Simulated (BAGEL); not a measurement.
# SiH4O2 (Si(OH)2H2) at 4 levels

Aim: a comparison of 4 runs (B3LYP/6-31G*, B3LYP/aug-cc-pVDZ, PBE0/aug-cc-pVDZ, RI-MP2/aug-cc-pVDZ) of SiH4O2 (Si(OH)2H2). 

The calculation is run with BAGEL 1.2.2.

4 further runs of the same task are left out: 3 that didn't finish, 1 set aside as unsound or not needed.

### 1 Starting point

The species is SiH4O2 (7 atoms), meant as a singlet with charge 0. SMILES: `[H][Si]([H])(O)O`. The coordinates come from a GFN2-xTB relaxation. This is one conformer, not always the lowest.

Bond lengths: Si1–O2 1.634 Å, Si1–O4 1.617 Å, O2–H3 0.951 Å, O4–H5 0.954 Å, Si1–H6 1.456 Å, Si1–H7 1.462 Å. Angles: O2–Si1–O4 105.5°, Si1–O2–H3 120.5°, O2–Si1–H6 111.7°, O2–Si1–H7 109.2°, O4–Si1–H6 106.2°, O4–Si1–H7 110.7°, Si1–O4–H5 119.4°, H6–Si1–H7 113.2°.

### 2 A single-point energy at B3LYP/6-31G(d) (density fitting with qzvpp-jkfit, spherical functions) (run 1)

dft.json reads:

```json
{ "bagel": [

{
  "title": "molecule",
  "basis": "6-31gs.json",
  "df_basis": "qzvpp-jkfit",
  "angstrom": "true",
  "geometry": [
    { "atom": "Si", "xyz": [   -0.252250,    0.063680,   -0.346570 ] },
    { "atom": "O", "xyz": [   -0.197710,    0.044490,    1.286260 ] },
    { "atom": "H", "xyz": [   -0.995730,    0.127050,    1.796570 ] },
    { "atom": "O", "xyz": [    1.284180,   -0.072860,   -0.831830 ] },
    { "atom": "H", "xyz": [    1.933660,   -0.433900,   -0.234220 ] },
    { "atom": "H", "xyz": [   -0.726770,    1.342670,   -0.855030 ] },
    { "atom": "H", "xyz": [   -1.045380,   -1.071130,   -0.815180 ] }
  ]
},
{ "title": "ks", "xc_func": "b3lyp" },
{ "title": "print", "file": "orbitals.molden", "orbitals": "true" }

]}
```

The basis set 6-31G* is read from a file made from the Basis Set Exchange's data (not shown).

On the command line:

```console
$ BAGEL_NUM_THREADS=1 BAGEL dft.json > dft.out
```

Output:

```text
* using 1 threads per process

  ===============================================================
  ===============================================================

  *** Geometry ***

[... 20 lines left out ...]
    * Removing 11513 points whose weight is below 1.00e-10
[... 2 lines left out ...]
  === Nuclear Repulsion ===
   122.2187658215

       - DIIS with orbital gradients will be used.

  === KS iteration (b3lyp / 6-31gs.json) ===
      0       -422.63602800          0.15335817           0.26
      1       -412.34799454          0.16535097           0.26
      2       -425.33106709          0.15740641           0.26
[... 13 lines of this table left out ...]
     16       -442.40414241          0.00000001           0.26
    * SCF iteration converged.

    * Permanent dipole moment:
           (    0.418958,     0.158098,    -0.569273) a.u.

    * METHOD: KS                                   4.88

    * METHOD: PRINT                                0.02

  ===============================================================
```

Run time: 5.4 s. Hardware: 1 thread of Arm Neoverse N1, shared host; peak memory 0.26 GiB.

### 3 A single-point energy at B3LYP/aug-cc-pVDZ (density fitting with qzvpp-jkfit) (run 2)

dft.json reads:

```json
{ "bagel": [

{
  "title": "molecule",
  "basis": "aug-cc-pvdz.json",
  "df_basis": "qzvpp-jkfit",
  "angstrom": "true",
  "geometry": [
    { "atom": "Si", "xyz": [      -0.252250,       0.063680,      -0.346570 ] },
    { "atom": "O", "xyz": [      -0.197710,       0.044490,       1.286260 ] },
    { "atom": "H", "xyz": [      -0.995730,       0.127050,       1.796570 ] },
    { "atom": "O", "xyz": [       1.284180,      -0.072860,      -0.831830 ] },
    { "atom": "H", "xyz": [       1.933660,      -0.433900,      -0.234220 ] },
    { "atom": "H", "xyz": [      -0.726770,       1.342670,      -0.855030 ] },
    { "atom": "H", "xyz": [      -1.045380,      -1.071130,      -0.815180 ] }
  ]
},

{
  "title": "ks",
  "xc_func": "b3lyp",
  "charge": 0
},

{
  "title": "print",
  "file": "orbitals.molden",
  "orbitals": "true"
}

]}
```

The basis set aug-cc-pVDZ is read from a file made from the Basis Set Exchange's data (not shown).

On the command line:

```console
$ BAGEL_NUM_THREADS=1 BAGEL dft.json > dft.out
```

Output:

```text
* using 1 threads per process

  ===============================================================
  ===============================================================

  *** Geometry ***

[... 20 lines left out ...]
    * Removing 11513 points whose weight is below 1.00e-10
[... 2 lines left out ...]
  === Nuclear Repulsion ===
   122.2187658215

       - DIIS with orbital gradients will be used.

  === KS iteration (b3lyp / aug-cc-pvdz.json) ===
      0       -420.72197422          0.08510679           0.49
      1       -400.92887681          0.14660689           0.49
      2       -423.56128295          0.09962563           0.49
[... 13 lines of this table left out ...]
     16       -442.46078859          0.00000000           0.50
    * SCF iteration converged.

    * Permanent dipole moment:
           (    0.400900,     0.133132,    -0.478512) a.u.

    * METHOD: KS                                   9.20

    * METHOD: PRINT                                0.08

  ===============================================================
```

Run time: 9.9 s. Hardware: 1 thread of Arm Neoverse N1, shared host; peak memory 0.46 GiB.

Run 3 isn't shown in full; the table further down has it.

### 4 A single-point energy at RI-MP2/aug-cc-pVDZ (density fitting with qzvpp-jkfit) (run 4)

calc.json reads:

```json
{ "bagel" : [

{
  "title" : "molecule",
  "basis" : "aug-cc-pvdz.json",
  "df_basis" : "qzvpp-jkfit",
  "angstrom" : "true",
  "geometry" : [
    { "atom" : "Si", "xyz" : [   -0.252250,    0.063680,   -0.346570 ] },
    { "atom" : "O", "xyz" : [   -0.197710,    0.044490,    1.286260 ] },
    { "atom" : "H", "xyz" : [   -0.995730,    0.127050,    1.796570 ] },
    { "atom" : "O", "xyz" : [    1.284180,   -0.072860,   -0.831830 ] },
    { "atom" : "H", "xyz" : [    1.933660,   -0.433900,   -0.234220 ] },
    { "atom" : "H", "xyz" : [   -0.726770,    1.342670,   -0.855030 ] },
    { "atom" : "H", "xyz" : [   -1.045380,   -1.071130,   -0.815180 ] }
  ]
},
{
  "title" : "hf"
},
{
  "title" : "mp2",
  "ncore" : 7
}

]}
```

The basis set aug-cc-pVDZ is read from a file made from the Basis Set Exchange's data (not shown).

On the command line:

```console
$ BAGEL_NUM_THREADS=1 BAGEL calc.json > calc.out
```

Output:

```text
* using 1 threads per process

  ===============================================================
  ===============================================================

  *** Geometry ***

[... 31 lines left out ...]
    * SCF iteration converged.
[... 1 line left out ...]
    * Permanent dipole moment:
[... 2 lines left out ...]
    * METHOD: HF                                   1.09

  *** RHF ***

  === Nuclear Repulsion ===
   122.2187658215

      * DIIS with orbital gradients will be used.

  === RHF iteration (aug-cc-pvdz.json) ===
      0       -441.09257101          0.00000000           0.06
    * SCF iteration converged.

    * Permanent dipole moment:
           (    0.462995,     0.144253,    -0.486562) a.u.

  === DF-MP2 calculation ===

    * freezing 7 orbitals
    * 3-index integral transformation done
    * assembly done

      MP2 correlation energy:   -0.5093771888      0.05

      MP2 total energy:       -441.6019482010

    * METHOD: MP2                                  0.20

  ===============================================================
```

It took 1.7 s on 1 thread of Arm Neoverse N1, shared host; peak memory 0.11 GiB.

### 5 The series

```tsv
run	level	frozen core orbitals	energy (Eh)	dipole moment (D)	HOMO energy (eV)	LUMO energy (eV)	wall time
1	B3LYP/6-31G* (density fitting with qzvpp-jkfit, spherical functions)	–	-442.404142	1.84	-7.91	0.84	5.4 s
2	B3LYP/aug-cc-pVDZ (density fitting with qzvpp-jkfit)	–	-442.460789	1.62	-8.21	-0.54	9.9 s
3	PBE0/aug-cc-pVDZ (density fitting with qzvpp-jkfit)	–	-442.152896	1.62	-8.41	-0.26	9.6 s
4	RI-MP2/aug-cc-pVDZ (density fitting with qzvpp-jkfit)	7	-441.601948	–	–	–	1.7 s
```

### 6 Results

| quantity | value |
| --- | --- |
| run 4: total energy | -441.60195 Eh |
| run 4: correlation energy (7 core orbitals frozen) | -509.4 mEh |

What this shows: Over runs 1, 2, 3 the dipole moment (its size) runs from 1.62 D (PBE0/aug-cc-pVDZ) to 1.84 D (B3LYP/6-31G*). The two ends differ in method and basis. Over runs 1, 2, 3 the HOMO–LUMO gap runs from 7.68 eV (B3LYP/aug-cc-pVDZ) to 8.75 eV (B3LYP/6-31G*). Totals of different functionals can't be ranked against each other. All runs together took 27 s, the longest 9.9 s.
